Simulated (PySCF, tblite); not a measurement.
**C5H11F: geometry, infrared bands and NMR shifts**

Wanted: the infrared bands and NMR shifts of C5H11F (`CC(C)CCF`), by calculation.

Computed with tblite 0.8.0 and PySCF 2.14.0, with density-fitted response routines of our own, on a single molecule in the gas phase. Atoms count from 0, in the outputs and in this text.

### Step 1. Starting geometry

17 atoms, charge 0, multiplicity 1; geometry from: force field or distance geometry start.

Bonds of the start (Å): C0–C1 1.53, C1–C2 1.52, C1–C3 1.54, C3–C4 1.51, C4–F5 1.35, C0–H6 1.10, C0–H7 1.10, C0–H8 1.10, C1–H9 1.08, C2–H10 1.09, C2–H11 1.09, C2–H12 1.11, C3–H13 1.10, C3–H14 1.10, C4–H15 1.09, C4–H16 1.10.

### Step 2. Relaxing the molecule with GFN2-xTB

The job: settings as JSON, then the geometry in Å.

```
{"job": {"kind": "relax", "xc": "GFN2-xTB", "basis": "xTB"}, "charge": 0, "multiplicity": 1}
C     -1.440500     0.614700     1.115400
C     -0.520000     0.328100    -0.069700
C     -1.001800    -0.911700    -0.815300
C      0.925300     0.164800     0.438400
C      1.950900    -0.001200    -0.655900
F      3.186100    -0.039400    -0.103900
H     -1.133000     1.524900     1.643700
H     -2.469000     0.782100     0.772600
H     -1.454200    -0.214200     1.834000
H     -0.555600     1.182400    -0.736400
H     -0.941100    -1.812100    -0.203600
H     -0.436900    -1.075200    -1.731500
H     -2.063600    -0.784200    -1.105000
H      1.211800     1.028700     1.047800
H      0.994200    -0.696400     1.123700
H      1.813500    -0.927600    -1.209700
H      1.926700     0.848300    -1.354600
```

Run with:

```sh
> OMP_NUM_THREADS=1 python probes_run.py task.json out
```

The driver reads the jobs from task.json and runs them one after another.

**Question.** This job is followed by: GFN2-xTB harmonic vibrations, gas phase; GIAO PBE0/pcSseg-1 NMR shielding, non-relativistic, gas phase. Predict these results of the whole session: strongest single infrared mode (GFN2-xTB); zero-point energy (GFN2-xTB); ¹³C shifts against TMS (PBE0/pcSseg-1, means over atoms taken as alike); ¹H shifts against TMS (PBE0/pcSseg-1, means over atoms taken as alike); ¹⁹F shifts against CFCl3 (PBE0/pcSseg-1).

The runs gave:

| quantity | value |
| --- | --- |
| strongest single infrared mode (GFN2-xTB) | 3037 cm⁻¹, 85 km/mol |
| zero-point energy (GFN2-xTB) | 94.7 kcal/mol |
| ¹³C shifts against TMS (PBE0/pcSseg-1, means over atoms taken as alike) | 87.1, 43.5, 28.7, 25.2 ppm |
| ¹H shifts against TMS (PBE0/pcSseg-1, means over atoms taken as alike) | 4.77, 1.66, 1.34, 0.94 ppm |
| ¹⁹F shifts against CFCl3 (PBE0/pcSseg-1) | -248.8 ppm |

In words: Relaxing lowered the energy by 0.043 eV in 32 steps; the close pair that moved most is C4–F5, from 1.353 to 1.376 Å. All 45 modes are real, so the xTB geometry is a minimum. GFN2-xTB is a fitted tight-binding method: band positions and strengths are rough. Its intensities can rank the bands wrongly. The most deshielded carbon is C4 (sp3 CH2 bonded to F), at 87.1 ppm: deshielded by the electronegative neighbour. The most deshielded hydrogen is H15, H16 (mean) (hydrogen on an sp3 CH2 bonded to F), at 4.77 ppm: its carbon carries F, an electronegative neighbour. At PBE0/pcSseg-1: The widest tensor belongs to C4: span 100 ppm, with a paramagnetic part of -144 ppm.
